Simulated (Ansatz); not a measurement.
H$_{2}$OSSi, SMILES `O[Si]S`, relaxed with RKS PBE0-D4/def2-TZVP in Ansatz from a PBE-D4/def2-SVP geometry. The force threshold is 0.005 eV/Å; the program also tests the step.

The species carries charge 0 and has multiplicity 1.

Start:

```xyz
5

O    -0.042   -0.856    1.140
Si    1.261    0.055    0.586
S     0.482    1.076   -1.209
H    -0.906   -0.862    0.688
H    -0.795    0.588   -1.205
```

(1) By how much does the energy fall, and how many steps does the optimiser take? (Estimate.)

(2) Which bonds change most? (Best estimate.)

(3) Give the relaxed structure. (An estimate is asked.)

Results:

(1) Computed: 3.64 kJ/mol, in 6 steps.

(2) Computed: O1–Si2 from 1.683 to 1.646 Å; Si2–S3 from 2.207 to 2.176 Å; S3–H5 from 1.367 to 1.346 Å; O1–H4 from 0.976 to 0.960 Å.

(3) Computed: 
```xyz
5

O    -0.036   -0.842    1.121
Si    1.238    0.049    0.580
S     0.474    1.061   -1.188
H    -0.892   -0.851    0.686
H    -0.784    0.583   -1.199
```
